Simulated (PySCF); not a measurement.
Species, as SMILES: [SiH4] (SiH4).
Geometry (B3LYP-D3(BJ)/def2-TZVP, fixed):
```xyz
5

Si     0.0000     0.0000     0.0000
H      0.8756     0.8547     0.8331
H     -0.8222    -0.8655     0.8753
H     -0.8862     0.8545    -0.8220
H      0.8328    -0.8437    -0.8864
```

Basis-set convergence of the isotropic shielding of H2 at PBE with PySCF. GIAO, no density fitting; atoms are numbered in the order shown. All functions are spherical. No added dispersion term, no relativity. Reference: the value in pcSseg-3, 27.73 ppm, itself unsure by roughly 0.03 ppm (its mean distance from cc-pCVQZ, pcseg-3, pcSseg-2). Deviations are taken from unrounded values. Cost is core time over that of cc-pV(T+d)Z, rough, on shared machines of one kind; a dash marks a row that isn't timed (too short, read off another run, short of memory, by another algorithm or on other hardware).

```csv
basis,functions,isotropic shielding of H2 (ppm),minus reference (ppm),cost
STO-3G,13,31.09,3.36,-
3-21G,21,29.31,1.58,-
6-31G,21,29.47,1.74,-
6-31G*,26,28.39,0.66,-
6-31G**,38,28.00,0.27,-
cc-pV(D+d)Z,43,27.75,0.02,-
6-311G**,50,28.02,0.29,-
aug-cc-pV(D+d)Z,68,27.72,-0.01,0.5×
cc-pV(T+d)Z,95,27.77,0.03,1×
jun-cc-pV(T+d)Z,104,27.76,0.03,1×
aug-cc-pV(T+d)Z,147,27.75,0.01,3×
cc-pV(Q+d)Z,184,27.76,0.02,6×
```

The smallest set listed that lies within 0.2 ppm of the reference with all its larger relatives (same family, alike in diffuse functions; a set with none counts only in the reference's own line) is cc-pV(D+d)Z (43 functions, 0.02 ppm off).
